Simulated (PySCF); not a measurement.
**Magnesium: a sound run and one with changed settings**

Sound run: Mg [Ne] 3s2, Mg⁺ [Ne] 3s1. Computed with PySCF 2.14 in aug-cc-pVDZ (5s4p2d, 27 functions), with no relativity, point nucleus. In the sound run the correlated levels freeze [Ne]. The sound run starts from symmetry-adapted Hartree-Fock orbitals and uses a fine grid where one is needed.

Changed run: scalar relativity by spin-free X2C-1e. This setting is unsound on purpose.

```tsv
species	method	sound run (hartree)	changed run (hartree)	converged
Mg	UHF	-199.60834	-199.88820	yes
Mg	r2SCAN	-200.03362	-200.31333	yes
Mg	M06-2X	-200.05016	-200.32997	yes
Mg	MP2	-199.63003	-199.90990	yes
Mg	CCSD(T)	-199.64129	-199.92115	yes
Mg⁺	UHF	-199.36492	-199.64440	yes
Mg⁺	r2SCAN	-199.76196	-200.04126	yes
Mg⁺	M06-2X	-199.76414	-200.04347	no
```

Ionisation energy of Mg:

```tsv
method	sound run (eV)	changed run (eV)
UHF	6.624	6.634
r2SCAN	7.392	7.404
MP2	7.214	7.225
SCS-MP2	7.332	7.343
CCSD	7.520	7.531
CCSD(T)	7.520	7.531
CCSDT	7.520	7.531
FCI	7.520	7.531
```

Most of the change in total energy is the relativistic energy itself. On top of that the contraction fixes the core shape for the Hamiltonian it was made with, so the changed run is not a good calculation with the other Hamiltonian either.

For comparison, NIST gives 7.646 eV between the lowest levels.
